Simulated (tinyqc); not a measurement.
Worked calculation: LCCD on RHF in the sto-6g basis, for HF, spin multiplicity 1. One step of it, computed by the program tinyqc.

Task: LCCD: starting amplitudes. t_ij^ab = <ij||ab> / (e_i + e_j - e_a - e_b), whose energy is MP2.

orbital energies (hartree): MO1 -26.234080, MO2 -1.497248, MO3 -0.604525, MO4 -0.475053, MO5 -0.475053, MO6 0.655737

Two-electron integrals over orbitals (pq|rs), unique and non-zero (hartree):
```
p,q,r,s,(pq|rs)
1,1,1,1,5.380454
2,1,1,1,-0.512438
2,1,2,1,0.078995
2,2,1,1,1.211981
2,2,2,1,-0.020160
2,2,2,2,0.861877
3,1,1,1,0.178441
3,1,2,1,-0.025070
3,1,2,2,0.015393
3,1,3,1,0.026087
3,2,1,1,-0.148747
3,2,2,1,0.010087
3,2,2,2,-0.009014
3,2,3,1,0.020915
3,2,3,2,0.158748
3,3,1,1,1.037412
3,3,2,1,-0.011780
3,3,2,2,0.768073
3,3,3,1,-0.006755
3,3,3,2,-0.057854
3,3,3,3,0.794707
4,1,4,1,0.030415
4,2,4,1,0.038696
4,2,4,2,0.179173
4,3,4,1,-0.012342
4,3,4,2,-0.045108
4,3,4,3,0.051392
4,4,1,1,1.265968
4,4,2,1,-0.013546
4,4,2,2,0.878122
4,4,3,1,0.004527
4,4,3,2,-0.076164
4,4,3,3,0.773656
4,4,4,4,0.998085
5,1,5,1,0.030415
5,2,5,1,0.038696
5,2,5,2,0.179173
5,3,5,1,-0.012342
5,3,5,2,-0.045108
5,3,5,3,0.051392
5,4,5,4,0.053789
5,5,1,1,1.265968
5,5,2,1,-0.013546
5,5,2,2,0.878122
5,5,3,1,0.004527
5,5,3,2,-0.076164
5,5,3,3,0.773656
5,5,4,4,0.890506
5,5,5,5,0.998085
6,1,1,1,0.192097
6,1,2,1,-0.032470
6,1,2,2,0.000007
6,1,3,1,-0.006779
6,1,3,2,-0.025577
6,1,3,3,0.014327
6,1,4,4,0.004640
6,1,5,5,0.004640
6,1,6,1,0.029487
6,2,1,1,-0.273817
6,2,2,1,0.006402
6,2,2,2,-0.138611
6,2,3,1,-0.020629
6,2,3,2,-0.038402
6,2,3,3,-0.046225
6,2,4,4,-0.137147
6,2,5,5,-0.137147
6,2,6,1,0.014333
6,2,6,2,0.099669
6,3,1,1,-0.337071
6,3,2,1,0.005390
6,3,2,2,-0.149964
6,3,3,1,0.002637
6,3,3,2,0.092655
6,3,3,3,-0.130083
6,3,4,4,-0.183603
6,3,5,5,-0.183603
6,3,6,1,-0.006129
6,3,6,2,0.060144
6,3,6,3,0.162830
6,4,4,1,-0.011662
6,4,4,2,-0.045107
6,4,4,3,-0.012408
6,4,6,4,0.032108
6,5,5,1,-0.011662
6,5,5,2,-0.045107
6,5,5,3,-0.012408
6,5,6,5,0.032108
6,6,1,1,0.900536
6,6,2,1,-0.008846
6,6,2,2,0.692871
6,6,3,1,0.017353
6,6,3,2,0.076043
6,6,3,3,0.671366
6,6,4,4,0.656177
6,6,5,5,0.656177
6,6,6,1,-0.009929
6,6,6,2,-0.069857
6,6,6,3,-0.010128
6,6,6,6,0.721701
```

Give: Starting amplitudes; correlation energy.

Result:

Starting amplitudes (spin orbitals 1a, 1b, ...; amplitudes related by a flip of all spins are not repeated):
```
from,to,t
3a 3b,6a 6b,-0.065
2a 2b,6a 6b,-0.023
2a 3b,6a 6b,-0.018
5a 5b,6a 6b,-0.014
4a 4b,6a 6b,-0.014
1a 1b,6a 6b,-5.48e-04
1a 2b,6a 6b,-4.93e-04
1a 3b,6a 6b,2.18e-04
```

correlation energy = -0.01589 hartree
